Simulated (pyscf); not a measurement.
PySCF, gas phase, ωB97X-D3(BJ)/def2-SVP geometries.

Problem. PBE/def2-TZVP puts the barrier of H₃C–AlH–CH₃ + water (H₂O) → methane (CH₄) + H₃C–AlH–OH (four-centre exchange; singlet surface; Al–C, H–O broken, C–H, Al–O formed) at -0.28 eV and the reaction energy at -1.56 eV, from the separated reactants. What do r²SCAN/def2-TZVP, PBE0-D3(BJ)/def2-TZVP, ωB97M-D3(BJ)/def2-TZVP give on the same structures?

Solution. r²SCAN: ΔE‡ = -0.35 eV, ΔE = -1.65 eV; PBE0-D3(BJ): ΔE‡ = -0.26 eV, ΔE = -1.54 eV; ωB97M-D3(BJ): ΔE‡ = -0.15 eV, ΔE = -1.60 eV. PBE's barrier lies among them. Its reaction energy lies among theirs. On the reactant side the descent ends in an adduct with a Al–O contact, 0.89 eV under the separated species and 0.71 eV under the saddle at ωB97X-D3(BJ)/def2-TZVP. At PBE, r²SCAN, PBE0-D3(BJ), ωB97M-D3(BJ) the saddle lies under the separated reactants, which points to a path from their complex (located at ωB97X-D3(BJ) alone). What is counted as formed (Al–O) is already present as a longer contact in the reactant adduct; forming that adduct is a step of its own. At the saddle there is also a short Al–H contact that neither side keeps. This is the saddle that the search found; another between the same sides may lie lower.
